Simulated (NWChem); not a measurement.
**Total energies of Li2**

```xyz
2

Li     0.0000     0.0000     1.3936
Li     0.0000     0.0000    -1.3936
```
Charge 0, spin multiplicity 1.

The numbers come from NWChem runs, not from measurements. Structure: optimised with PBE0/def2-SVP, a minimum by its harmonic frequencies.

Basis set: cc-pVTZ (60 functions).

| method | total energy (Ha) |
|---|---|
| RHF | -14.87169 |
| MP2 | -14.91602 |
| B2PLYP | -14.97847 |
| PBE | -14.95385 |
| B3LYP | -15.01700 |
| BHandHLYP | -14.99908 |
| CCSD(T) | -14.93065 |

Total energies of different functionals aren't comparable as a measure of quality: only differences taken within one method are. 

The correlated methods freeze no orbitals. B3LYP has NWChem's definition, with VWN1-RPA local correlation. The structure started from a generated list of species. Coupled-cluster values serve here as a point of comparison, not as the truth.
